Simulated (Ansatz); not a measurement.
## Ansatz (development build ahead of 0.2.0) run

```yaml
crystal:
  periodic: [false, false, false]
  atoms:
    - { symbol: "N", position_ang: [0.0, 0.0, 0.0] }
    - { symbol: O, position_ang: [0.0, 0.0, 2.438] }
basis:
  gaussian: { orbitals: "6-31G" }
total_charge: 1
magnetization:
  spin_polarized: true
hamiltonian:
  xc: pbe0
scf:
  omitted_lower_state_checks: [stability, starts, atomic_configurations, cluster_reference, orbital_swaps, given_window_search, neighbouring_geometries, increment]
output:
  forces: true
```

The input is written out in the form of the current development build from the run's settings.

Output:

```yaml
Converged: yes
Total_energy: -129.07024 hartree
Spin_squared_of_the_determinant: 2.464
```

Forces (eV/Å):
```
atom     Fx     Fy      Fz
  N1  0.000  0.000   1.011
  O2  0.000  0.000  -1.011
```

Caution: the unrestricted determinant is a mixture of spin states.
